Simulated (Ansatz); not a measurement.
Geometry optimisation, RKS LDA/6-31G* in Ansatz 0.2.0.

input.yaml

```yaml
crystal:
  periodic: [false, false, false]
  atoms:
    - { symbol: Si, position_ang: [0.026228, 0.030574, -0.830355] }
    - { symbol: "N", position_ang: [1.473242, -0.121993, 1.793556] }
    - { symbol: H, position_ang: [0.635294, -0.699019, 1.930713] }
    - { symbol: H, position_ang: [1.228313, 0.874486, 1.761926] }
    - { symbol: H, position_ang: [1.982829, -0.399033, 0.928046] }
    - { symbol: Cl, position_ang: [-1.026162, 1.781412, -0.322695] }
    - { symbol: H, position_ang: [-0.961645, -0.919726, -0.098291] }
basis:
  gaussian: { orbitals: "6-31G*" }
hamiltonian:
  xc: lda
relax:
  f_tol: 0.03
  max_steps: 50
output:
  orbitals: {}
```

Launched with:

```bash
$ ansatz run input.yaml --threads 1 --pin off --max-ram 2048MiB --backend cpu --events-out ev --progress --plain --runs-dir out
```

Question: Where does it end, and by what steps?

Answer: The run converged. After 10 steps the energy has fallen by 1.120 eV; N2 moved furthest, 0.69 Å. Joined: Si1–N2 (3.00 → 2.05 Å).

```csv
step,energy less start (eV),largest force component (eV/Å),accepted
0,0.0000,0.992,yes
1,-0.1412,0.977,yes
2,-0.2152,1.576,yes
3,-0.3809,1.879,yes
4,-0.7321,1.760,yes
5,-0.8855,2.448,yes
6,-1.0491,0.594,yes
7,-1.1055,0.320,yes
8,-1.1191,0.104,yes
9,-1.1203,0.031,yes
10,-1.1204,0.012,yes
```

```xyz
7
Properties=species:S:1:pos:R:3
Si 0.177 -0.054 -0.622
N 1.107 -0.080 1.209
H 0.622 -0.661 1.907
H 1.060 0.905 1.522
H 2.094 -0.371 1.154
Cl -0.799 1.789 0.006
H -0.903 -0.981 -0.012
```

Whether the end is a true minimum wasn't checked by a vibrational analysis.

The run took 14 s on 1 thread of Arm Neoverse V1, on a shared host, peak memory 0.12 GiB.
